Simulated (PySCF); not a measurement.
# C3H4 (cyclopropene) at 6 levels

We compute a comparison of 6 runs (HF/3-21G, BHLYP/aug-cc-pVDZ, CAM-B3LYP/aug-cc-pVDZ, SVWN5/aug-cc-pVDZ, TPSS/aug-cc-pVDZ, CCSD(T)/aug-cc-pVDZ) of C3H4 (cyclopropene). Input form: a Python script.

The results are computed with PySCF 2.14.0.

3 further runs of the same task are left out: 3 set aside as unsound or not needed.

## 1. The system as given

The species is C3H4 (7 atoms), meant as a singlet with charge 0. As SMILES, `C1=CC1`. Geometry: relaxed at PBE0-D4/def2-TZVP.

Bond lengths: C1–C2 1.287 Å, C1–C3 1.498 Å, C2–C3 1.498 Å, C1–H4 1.076 Å, C2–H5 1.076 Å, C3–H6 1.091 Å, C3–H7 1.091 Å. Some angles: C1–C2–C3 64.6°, C2–C1–C3 64.6°, C1–C3–C2 50.9°, C1–C2–H5 149.8°, C3–C2–H5 145.6°, C2–C1–H4 149.8°, C3–C1–H4 145.6°, C1–C3–H6 119.6°, C1–C3–H7 119.6°, C2–C3–H6 119.6°.

## 2. The energy at HF/3-21G (run 1)

File run.py:

```python
from pyscf import gto

mol = gto.Mole()
mol.atom = '''
C     -1.421244    -0.469654    -0.711803
C      0.406234     1.055299    -1.211806
C      0.644586    -0.371917     1.221595
H     -3.203256    -1.306783    -1.222804
H      1.267364     2.423763    -2.446005
H      0.322085     0.600971     3.009464
H      1.984231    -1.931678     1.361340
'''
mol.basis = '3-21g'
mol.verbose = 4
mol.unit = 'bohr'
mol.charge = 0
mol.max_memory = 1860
mol.build()

mf = mol.RHF()
mf.conv_tol = 1e-10
mf.kernel()
if not mf.converged:
    mf = mf.newton().run(mf.mo_coeff, mf.mo_occ)

etot = mf.e_tot
print('Final energy', etot)
```

Run with:

```console
$ OMP_NUM_THREADS=1 python run.py
```

Standard output:

```text
PySCF version 2.14.0

[... 59 lines left out ...]
converged SCF energy = -115.160634291602
Final energy -115.16063429160215
```

Wall time 0.58 s (1 thread of Arm Neoverse V2, shared host); peak memory 0.12 GiB.

## 3. A single-point energy at BHLYP/aug-cc-pVDZ (run 2)

File run.py:

```python
from pyscf import gto, dft

molecule = gto.M(
    atom='''
C     -0.752090    -0.248530    -0.376670
C      0.214970     0.558440    -0.641260
C      0.341100    -0.196810     0.646440
H     -1.695090    -0.691520    -0.647080
H      0.670660     1.282600    -1.294370
H      0.170440     0.318020     1.592540
H      1.050010    -1.022200     0.720390
''',
    charge=0,
    verbose=3,
    basis='aug-cc-pvdz',
    max_memory=1860,
)

myscf = dft.RKS(molecule)
myscf.xc = 'bhandhlyp'
myscf.grids.level = 5
myscf.conv_tol = 1e-10
myscf.kernel()
if not myscf.converged:
    myscf = myscf.newton().run(myscf.mo_coeff, myscf.mo_occ)

e_final = myscf.e_tot
print('E = %.10f Eh' % e_final)
```

Run with:

```console
$ OMP_NUM_THREADS=1 python run.py
```

Standard output:

```text
converged SCF energy = -116.550911942958
E = -116.5509119430 Eh
```

Wall time 14 s (1 thread of Arm Neoverse V2, shared host); peak memory 0.53 GiB.

Runs 3 to 5 aren't shown in full; the table further down has their settings and results.

## 4. A single-point energy at CCSD(T)/aug-cc-pVDZ (run 6)

File calc.py:

```python
# C1=CC1
from pyscf import gto, cc

molecule = gto.M(
    atom='''
C     -1.421244    -0.469654    -0.711803
C      0.406234     1.055299    -1.211806
C      0.644586    -0.371917     1.221595
H     -3.203256    -1.306783    -1.222804
H      1.267364     2.423763    -2.446005
H      0.322085     0.600971     3.009464
H      1.984231    -1.931678     1.361340
''',
    verbose=3,
    basis='aug-cc-pvdz',
    max_memory=1860,
    unit='bohr',
    charge=0,
)

calc0 = molecule.RHF()
calc0.conv_tol = 1e-10
calc0.kernel()
if not calc0.converged:
    calc0 = calc0.newton().run(calc0.mo_coeff, calc0.mo_occ)

mycc = cc.CCSD(calc0, frozen=3)
mycc.kernel()
e_t = mycc.ccsd_t()
e_final = mycc.e_tot + e_t
print('E(%s) = %.9f' % ('CCSD(T)', e_final))
```

Run with:

```console
$ OMP_NUM_THREADS=1 python calc.py
```

Standard output:

```text
converged SCF energy = -115.836502289608
E(CCSD) = -116.2777204160555  E_corr = -0.4412181264478752
CCSD(T) correction = -0.0178899433443254
E(CCSD(T)) = -116.295610359
```

Run time: 35 s. Hardware: 1 thread of Arm Neoverse V2, shared host; peak memory 0.74 GiB.

## 5. The series

| run | level | integration grid | frozen core orbitals | energy (Eh) | dipole moment (D) of the reference | HOMO energy (eV) | LUMO energy (eV) | wall time |
| --- | --- | --- | --- | --- | --- | --- | --- | --- |
| 1 | HF/3-21G | – | – | -115.160634 | 0.54 | -9.70 | 4.92 | 0.58 s |
| 2 | BHLYP/aug-cc-pVDZ | 5 | – | -116.550912 | 0.49 | -8.23 | 0.42 | 14 s |
| 3 | CAM-B3LYP/aug-cc-pVDZ | 5 | – | -116.555467 | 0.49 | -8.57 | 0.52 | 20 s |
| 4 | SVWN5/aug-cc-pVDZ | 5 | – | -115.524523 | 0.48 | -6.19 | -1.27 | 10 s |
| 5 | TPSS/aug-cc-pVDZ | 5 | – | -116.657022 | 0.48 | -6.11 | -0.80 | 33 s |
| 6 | CCSD(T)/aug-cc-pVDZ | – | 3 | -116.295610 | 0.49 | -9.73 | 1.05 | 35 s |

## 6. Summary of results

| quantity | value |
| --- | --- |
| run 6: total energy | -116.29561 Eh |
| run 6: dipole moment (Hartree–Fock density) | 0.49 D |
| run 6: HOMO energy (Hartree–Fock orbitals) | -9.73 eV |
| run 6: LUMO energy (Hartree–Fock orbitals) | 1.05 eV |
| run 6: HOMO–LUMO gap (Hartree–Fock orbitals) | 10.78 eV |
| run 6: correlation energy (3 core orbitals frozen) | -459.1 mEh |
| run 6: (T) correction | -17.89 mEh |
| run 6: T1 diagnostic | 0.009 |

Over runs 1, 2, 3, 4, 5 the dipole moment (its size) runs from 0.48 D (SVWN5/aug-cc-pVDZ) to 0.54 D (HF/3-21G). The two ends differ in method and basis. Over runs 1, 2, 3, 4, 5 the HOMO–LUMO gap runs from 4.92 eV (SVWN5/aug-cc-pVDZ) to 14.62 eV (HF/3-21G). Totals of different functionals can't be ranked against each other. All runs together took 1.9 min, the longest 35 s.
